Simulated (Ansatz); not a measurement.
# LiC+ (triplet): from Hartree-Fock to the top rungs at distance C1–Li2 = 3.668 Å, aug-cc-pVTZ

Aim: climb from Hartree-Fock through coupled cluster for LiC+ (triplet) at one geometry and basis, and see what each rung misses.

Program: Ansatz 0.2.0, Gaussian basis. Level of theory: aug-cc-pVTZ, core rule «outside noble gas», up to 2 orbitals frozen. These are calculated values, not measurements.

To be run: UHF; CCSD(T) on ROHF; CCSD(T) on UHF; BCCD(T) on ROHF; CCSDT(Q) on ROHF; CCSDT(Q) on UHF; Full CI.

39 further runs of the same task are left out: 19 for a known fault of the program, 15 that didn't finish, 5 set aside as unsound or not needed.

## 1. The system

The geometry derives from a PBE0/def2-TZVP stationary point (not a proven minimum). One bond is set to the value named and the two fragments are kept rigid.

2 atoms, charge 1, spin multiplicity 3.

Atoms are counted from 1 here; the program's logs count them from 0.

No contacts short enough for the rule that draws bonds.

## 2. UHF

Input file in.yaml:

```yaml
crystal:
  periodic: [false, false, false]
  atoms:
    - {symbol: C, position_ang: [0.000000, 0.000000, 0.000000]}
    - {symbol: Li, position_ang: [0.000000, 0.000000, 3.668000]}
basis:
  gaussian: {orbitals: aug-cc-pVTZ}
total_charge: 1
magnetization: {spin_polarized: true, initial_magnetization: 2}
hamiltonian: {xc: hf}
output: {orbitals: {seedname: orbitals}}
```

Command:

```bash
$ ansatz run in.yaml --threads 1 --pin off --events-out ev --progress --plain --max-ram 2393MiB
```

After this run come: CCSD(T) on ROHF; CCSD(T) on UHF; BCCD(T) on ROHF; CCSDT(Q) on ROHF; CCSDT(Q) on UHF; Full CI.

Q: Predict the results of all the runs planned. Wanted: FCI from the RHF energy; RMP2 from FCI; UMP2 from FCI; RCCSD from FCI; RCCSD(T) from FCI; UCCSD(T) from FCI; RCCSDT(Q) from FCI; UCCSDT(Q) from FCI; T1 diagnostic.

The runs gave:

```
                         quantity                                                              value
          FCI from the ROHF energy                                                         -2.5932 eV
                    RMP2 from FCI                                                         +621.1 meV
                    UMP2 from FCI                                                         +617.3 meV
                   RCCSD from FCI                                                          +77.0 meV
                RCCSD(T) from FCI                                                          +14.3 meV
                UCCSD(T) from FCI                                                          +12.6 meV
               RCCSDT(Q) from FCI                                                           -0.5 meV
               UCCSDT(Q) from FCI                                                           -2.3 meV
levels within 1 kcal/mol (43 meV)  RCCSD(T), UCCSD(T), BCCD(T), RCCSDT, UCCSDT, RCCSDT(Q), UCCSDT(Q)
                    T1 diagnostic                                                              0.020
   effectively unpaired electrons                                                               2.03
```

What this shows: RCCSD(T) misses by +14.3 meV, 0.6 % of the correlation energy. UCCSDT(Q) falls below full CI: unrestricted runs freeze a spin-polarised core, another one than full CI's, and coupled cluster isn't variational. One determinant dominates. These misses are within one basis, not against nature; the frozen cores of restricted and unrestricted runs differ, which can shift their rows.

Levels on UHF freeze UHF's core orbitals, full CI those of ROHF, so the U rows can settle a little off it for that reason alone.
